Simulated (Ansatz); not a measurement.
# B₂Cl (quartet): from Hartree-Fock to the top rungs at a displaced geometry (v2), cc-pVDZ

An exercise on one series of results from a longer session: the logs are not shown, and one member is left open.

The runs use Ansatz 0.2.0, Gaussian basis; cc-pVDZ, core rule «outside noble gas», up to 7 orbitals frozen.

The runs, in order: UHF; CCSD(T) on ROHF; CCSD(T) on UHF; BCCD(T) on ROHF; CISD; CCSDT(Q) on ROHF; CCSDT(Q) on UHF.

32 further runs of the same task are left out: 7 for a known fault of the program, 14 that didn't finish, 11 set aside as unsound or not needed.

## What is computed

The geometry is a PBE0/def2-TZVP stationary point (not a proven minimum) with its atoms shifted at random (size 0.100 Å).

3 atoms, charge 0, spin multiplicity 4.

Atoms are counted from 1 here; the program's logs count them from 0.

Bond lengths: B1–B2 1.537 Å, B2–Cl3 1.677 Å. Angles: B1–B2–Cl3 171.1°.

As a file:

```xyz
3

B     0.0844    0.0052   -1.5770
B    -0.0805    0.0136   -0.0490
Cl   -0.0039   -0.0188    1.6260
```

The first run:

File in.yaml:

```yaml
crystal:
  periodic: [false, false, false]
  atoms:
    - {symbol: B, position_ang: [0.084376, 0.005225, -1.577002]}
    - {symbol: B, position_ang: [-0.080498, 0.013599, -0.049009]}
    - {symbol: Cl, position_ang: [-0.003878, -0.018825, 1.626011]}
basis:
  gaussian: {orbitals: cc-pVDZ}
magnetization: {spin_polarized: true, initial_magnetization: 3}
hamiltonian: {xc: hf}
output: {orbitals: {seedname: orbitals}}
```

The run is started by

```console
> ansatz run in.yaml --threads 1 --pin off --events-out ev --progress --plain --max-ram 2393MiB
```

Steps of the session up to this table: UHF; CCSD(T) on ROHF; CCSD(T) on UHF; BCCD(T) on ROHF; CISD; CCSDT(Q) on ROHF; CCSDT(Q) on UHF.

One of the session's tables, all rows but one given; the rest of the session is left out.

```
   method  from UCCSDT(Q) (kcal/mol)
     ROHF                    +171.60
      UHF                    +170.72
     RMP2                          ?
     UMP2                     +24.48
     CISD                     +19.81
    RCCSD                      +6.53
    UCCSD                      +6.50
 RCCSD(T)                      +1.14
 UCCSD(T)                      +1.14
  BCCD(T)                      +1.13
   RCCSDT                      +0.41
   UCCSDT                      +0.40
RCCSDT(Q)                      +0.05
UCCSDT(Q)                          0
```

**Question.** Estimate the row for RMP2.

As computed: from UCCSDT(Q) (kcal/mol): +24.29. In the column «from UCCSDT(Q) (kcal/mol)» it lies between CISD (+19.81) and UMP2 (+24.48).

To keep in mind: Restricted and unrestricted rows rest on different reference determinants; where their highest levels disagree by more than a few hundredths of an eV, they describe different states and don't form one ladder.
